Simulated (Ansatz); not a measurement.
The input, for Ansatz 0.2.0:

```yaml
crystal:
  periodic: [false, false, false]
  atoms:
    - {symbol: Ge, position_ang: [0.000000, 0.000000, 0.000000]}
    - {symbol: F, position_ang: [0.000000, 0.000000, 1.676300]}
basis:
  gaussian: {orbitals: cc-pVDZ}
total_charge: 1
magnetization: {spin_polarized: false, initial_magnetization: 2}
correlation: {method: ccsd, electrons: outside_noble_gas}
scf: {lower_state_search: off}
output: {forces: true}
```

```sh
$ ansatz run in.yaml --threads 1 --pin off --events-out ev --progress --plain --max-ram 2393MiB
```

Output:

```
these checks for a lower state are left out or cut short: starts, cluster_reference, orbital_swaps, neighbouring_geometries, increment
460 factors; integrals over basis functions are off by at most 9.0e-4 eV
mean field evaluation 1: about -59158.9174 eV, gradient 6.4e1 eV
mean field evaluation 2: about -59158.9212 eV, gradient 6.4e1 eV
mean field evaluation 4: about -59166.9702 eV, gradient 1.1e1 eV
mean field evaluation 8: about -59167.3879 eV, gradient 5.7e-1 eV
mean field evaluation 16: about -59167.3917 eV, gradient 3.6e-6 eV
mean field -59167.39170325 eV, -2174.3615399958 hartree, gradient 3.6e-6 eV, S^2 2.000000; 0 other end points of the search recorded, 0 dependent functions left out
15 core orbitals not correlated: weight in the atoms' cores, before any rotation towards them, 0.959 or more for the frozen orbitals, at most 0.044 for the correlated occupied ones
reference -59167.39170325 eV, -2174.3615399958 hartree; 6, 4 occupied and 20, 22 virtual orbitals, 460 factors
second order -6.17886334 eV of doubles, -0.03456041 eV of singles
cycle   1  -6.05080405 eV  change    1.6e-1 eV  update   9.5e-2
cycle   2  -6.26268149 eV  change   -2.1e-1 eV  update   3.5e-2
cycle   3  -6.35767807 eV  change   -9.5e-2 eV  update   2.6e-2
cycle   4  -6.35656667 eV  change    1.1e-3 eV  update   8.8e-3
cycle   5  -6.35319279 eV  change    3.4e-3 eV  update   4.1e-3
cycle   6  -6.35635593 eV  change   -3.2e-3 eV  update   1.8e-3
cycle   7  -6.35711598 eV  change   -7.6e-4 eV  update   7.9e-4
cycle   8  -6.35706999 eV  change    4.6e-5 eV  update   3.4e-4
cycle   9  -6.35715894 eV  change   -8.9e-5 eV  update   1.1e-4
cycle  10  -6.35714861 eV  change    1.0e-5 eV  update   3.8e-5
cycle  11  -6.35715448 eV  change   -5.9e-6 eV  update   1.5e-5
cycle  12  -6.35716444 eV  change   -1.0e-5 eV  update   5.5e-6
cycle  13  -6.35716096 eV  change    3.5e-6 eV  update   2.1e-6
the calculation of the forces begins
Total energy: -59173.74886421 eV, -2174.5951613520 hartree
Atom 0 at     0.000000     0.000000     0.000000 Å, force    -0.000000    -0.000000    -2.067012 eV/Å
Atom 1 at     0.000000     0.000000     1.676300 Å, force     0.000000    -0.000000     2.067011 eV/Å
Dipole moment:     0.000000     0.000000    -0.637507 e Å
Checks for a lower state left out: starts, cluster_reference, orbital_swaps, neighbouring_geometries, increment
```

Forces (eV/Å):
```
Ge   0.000  0.000 -2.067
F    0.000  0.000  2.067
```

Ran on 1 thread of Arm Neoverse V2, shared host: 1.3 s wall, 0.1 GiB peak host memory.
